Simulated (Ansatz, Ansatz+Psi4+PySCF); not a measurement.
```xyz
2

Al    0.0000    0.0000   -1.0002
N     0.0000    0.0000    1.0002
```

Basis set: cc-pVTZ on N; cc-pV(T+d)Z on Al (spherical functions). Frozen core: 6 orbitals. Charge 0, multiplicity 3.

Computed with Ansatz (development build ahead of 0.2.0); the reference of a correlated method needn't be the lowest determinant of its kind.

Problem. Give the atomization energy at this shape (free ground-state atoms in the same class of orbitals less the molecule, no zero-point energy) of triplet AlN by UHF-BCCD(T), UHF-CCSD(T).

Solution.

```json
{"method": "UHF-BCCD(T)", "atomization energy": "2.25 eV"}
{"method": "UHF-CCSD(T)", "atomization energy": "2.25 eV"}
```

Caution: the reference determinant was not shown to be the lowest.
